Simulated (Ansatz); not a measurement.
Process, species as SMILES: [SiH4] (SiH4) → [SiH3] (SiH3) + H atom
B3LYP-D3(BJ)/def2-TZVP geometries, fixed; electronic energies without zero-point terms.

The bond dissociation energy at CCSD(T) with Ansatz (a first-principles code), in kcal/mol, split into its Hartree-Fock and correlation parts. Cores are frozen. Open shells are unrestricted. No added dispersion term, no relativity. Functions are those of the species that has most.

```csv
basis,X,functions,Hartree-Fock,CCSD(T)
aug-cc-pV(D+d)Z,2,68,75.22,92.40
aug-cc-pV(T+d)Z,3,147,75.99,95.42
aug-cc-pV(Q+d)Z,4,273,76.19,96.25
```

Worked estimate of the basis-set limit from each neighbouring pair, with Hartree-Fock from the larger set and the correlation part extrapolated as X^-3.
Correlation parts: X = 2: 17.18, X = 3: 19.43, X = 4: 20.06.
- (2,3): (27·(19.43) - 8·(17.18))/19 = 20.38; with Hartree-Fock 75.99 the estimate is 96.37 kcal/mol.
- (3,4): (64·(20.06) - 27·(19.43))/37 = 20.52; with Hartree-Fock 76.19 the estimate is 96.71 kcal/mol.
The last two estimates differ by 0.34 kcal/mol; the largest set lies 0.46 from the last. Over the last step Hartree-Fock moves by 0.20 and the correlation part by 0.63.
